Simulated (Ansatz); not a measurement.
KSb (P2₁/c, No. 14)

Method: G0W0@PBEsol (plane waves, hard PAW, contour deformation, complete-basis limit; Ansatz, a program for electronic structure).

Settings: largest k mesh 4×4×2 (not extrapolated in the mesh).

Cell (measured lattice):

```yaml
crystal:
  lattice:
    - [7.15600, 0.00000, 0.00000]
    - [0.00000, 6.91700, 0.00000]
    - [-5.67995, 0.00000, 12.08694]
  atoms:
    - { symbol: K, position: [0.21890, 0.39900, 0.33180] }
    - { symbol: K, position: [0.78110, 0.89900, 0.16820] }
    - { symbol: K, position: [0.78110, 0.60100, 0.66820] }
    - { symbol: K, position: [0.21890, 0.10100, 0.83180] }
    - { symbol: Sb, position: [0.32222, 0.89906, 0.28645] }
    - { symbol: Sb, position: [0.67778, 0.39906, 0.21355] }
    - { symbol: Sb, position: [0.67778, 0.10094, 0.71355] }
    - { symbol: Sb, position: [0.32222, 0.60094, 0.78645] }
    - { symbol: Sb, position: [0.31909, 0.16620, 0.12312] }
    - { symbol: Sb, position: [0.68091, 0.66620, 0.37688] }
    - { symbol: Sb, position: [0.68091, 0.83380, 0.87688] }
    - { symbol: Sb, position: [0.31909, 0.33380, 0.62312] }
    - { symbol: K, position: [0.23950, 0.66680, 0.03170] }
    - { symbol: K, position: [0.76050, 0.16680, 0.46830] }
    - { symbol: K, position: [0.76050, 0.33320, 0.96830] }
    - { symbol: K, position: [0.23950, 0.83320, 0.53170] }
```

* **band gap**: 1.24 eV

Note: cell and atoms aren't relaxed at this level; the gap holds a correction of -0.01 eV to the complete basis.

Spin–orbit coupling is not included; with these elements it can move the gap by several tenths of an eV or more.
